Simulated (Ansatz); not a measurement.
**SiH2O2 (SMILES O[Si]O): the energy, rung by rung**

The species is SiH2O2 (5 atoms), meant as a singlet with charge 0. SMILES: `O[Si]O`. Geometry: relaxed at PBE0-D4/def2-TZVP. This is one conformer, not always the lowest.

```
atom    x (Å)    y (Å)    z (Å)
   O  -1.4432  -0.1056  -0.2750
  Si  -0.2120  -0.7913   0.5677
   O   1.0360   0.1875   0.0686
   H  -1.2319   0.6489  -0.8361
   H   1.9011  -0.0131   0.4334
```

Each level gives the energy change with the Si2–O3 bond stretched from 1.663 to 2.494 Å (eV). The values are calculated.

```
                       level                    kind  program  value (eV)  less FCI/STO-3G
      HF/STO-3G (restricted)            Hartree–Fock   Ansatz        4.83            +1.44
     PBE/STO-3G (restricted)                     GGA   Ansatz        3.18            -0.21
  revPBE/STO-3G (restricted)                     GGA   Ansatz        3.05            -0.34
   BHLYP/STO-3G (restricted)           global hybrid   Ansatz        4.19            +0.80
 wB97M-V/STO-3G (restricted)  range-separated hybrid   Ansatz        4.04            +0.65
     MP2/STO-3G (restricted)     perturbation theory   Ansatz        4.01            +0.62
CCSDT(Q)/STO-3G (restricted)   coupled cluster or CI   Ansatz        3.37            -0.02
  CCSDTQ/STO-3G (restricted)   coupled cluster or CI   Ansatz        3.39             0.00
                  FCI/STO-3G      exact in the basis   Ansatz        3.39             0.00
```

FCI/STO-3G is exact within its basis and frozen core, so for wave-function methods in that basis the difference is their error; functionals converge differently with the basis, so for them it is only a difference. A spin-restricted reference rises too steeply as a bond breaks; here HF/STO-3G, BHLYP/STO-3G, wB97M-V/STO-3G, MP2/STO-3G lie well above the multireference or unrestricted value. The first shape isn't each level's own minimum. The values span 3.05 to 4.83 eV. All rows use very small basis sets, so none should be taken for the real molecule's value.
